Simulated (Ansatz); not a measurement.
Input file:

```yaml
crystal:
  periodic: [false, false, false]
  atoms:
    - {symbol: Si, position_ang: [0.000000, 0.000000, 0.000000]}
    - {symbol: Ga, position_ang: [0.000000, 0.000000, 2.700000]}
basis:
  gaussian: {orbitals: cc-pVDZ}
magnetization: {spin_polarized: false, initial_magnetization: 3}
hamiltonian: {pseudopotentials: {relativity: scalar}}
correlation: {method: sc_nevpt2, electrons: outside_noble_gas, active_space: {window: {electrons: 3, orbitals: 4}}}
```

```sh
$ ansatz run in.yaml --threads 1 --pin off --events-out ev --progress --plain --max-ram 2393MiB
```

Problem. Roughly how long does this take on 1 thread of Arm Neoverse V1, shared host, and how much host memory?

Solution. 1.8 s wall and 0.1 GiB.

```
509 factors; integrals over basis functions are off by at most 8.9e-4 eV
mean field evaluation 1: about -60617.7075 eV, gradient 4.3e0 eV
mean field evaluation 2: about -60617.7088 eV, gradient 4.3e0 eV
mean field evaluation 4: about -60618.0449 eV, gradient 1.4e0 eV
mean field evaluation 8: about -60618.0782 eV, gradient 1.1e-2 eV
mean field -60618.07818798 eV, -2227.6732849991 hartree, gradient 2.8e-6 eV, S^2 3.750000; 0 other end points of the search recorded, 0 dependent functions left out
reference -60618.07818798 eV, -2227.6732849991 hartree; 24, 21 occupied and 21, 24 virtual orbitals, 509 factors
state -60618.07818798 eV, -2227.6732849991 hartree
state -60618.07818798 eV, -2227.6732849991 hartree; corrected -60620.77632426 eV, -2227.7724396785 hartree
WARN: 1 active orbitals are nearly empty or full. The corrections depend on them more than the energy does, and are more stable in an active space without them
Total energy: -60620.77632426 eV, -2227.7724396785 hartree
Relativity: scalar
```

The active space holds one configuration alone, so it describes no static correlation.

Natural occupations: 1.0000 1.0000 1.0000 0.0000.
